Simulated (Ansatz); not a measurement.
**BS₂−: one structure at several levels**

One table from this session's results is given with a row withheld; the runs are named, their logs left out.

Program: Ansatz 0.2.0, Gaussian basis. Level of theory: single points in def2-TZVPPD. These are calculated values, not measurements.

Cores are frozen in the correlated methods.

## The starting structure

SMILES `S=B[S-]`, 3 atoms, charge -1, spin multiplicity 1.

Atoms are counted from 1 here; the program's logs count them from 0.

Bond lengths: S1–B2 1.670 Å, B2–S3 1.737 Å. Angles: S1–B2–S3 174.7°.

Geometry (Å):

```
S    -1.13709    1.15884   -0.49294
B    -0.05794   -0.03017   -0.03396
S     1.15653   -1.14874    0.50433
```

The first run:

Input file run/in.yaml:

```yaml
crystal:
  periodic: [false, false, false]
  atoms:
    - {symbol: S, position_ang: [-1.137094, 1.158838, -0.492944]}
    - {symbol: B, position_ang: [-0.057937, -0.030165, -0.033964]}
    - {symbol: S, position_ang: [1.156526, -1.148740, 0.504330]}
basis:
  gaussian: {orbitals: "def2-TZVPPD.json"}
total_charge: -1
hamiltonian: {xc: pbe, dispersion: d4}
output: {forces: true}
```

The basis file named in the input lies beside it (Basis Set Exchange, JSON).

Run with:

```console
ansatz run in.yaml --threads 2 --pin off --events-out ev --progress --plain --max-ram 3481MiB
```

Steps of the session up to this table: PBE-D4/def2-TZVPPD; r2SCAN-D4/def2-TZVPPD; PBE0-D4/def2-TZVPPD; wB97M-V/def2-TZVPPD; CCSD(T)/def2-TZVPPD.

One of the session's tables, all rows but one given; the rest of the session is left out.

```
   method  RMS force component (eV/Å)  angle to CCSD(T) forces (°)
   PBE-D4                       0.775                          0.7
r2SCAN-D4                       0.832                          8.0
  PBE0-D4                           ?                            ?
  wB97M-V                       0.833                         11.9
  CCSD(T)                       0.788                    reference
```

**Question.** Estimate the row for PBE0-D4.

The run gave: RMS force component (eV/Å): 0.849; angle to CCSD(T) forces (°): 11.1. In the column «RMS force component (eV/Å)» it is the highest.
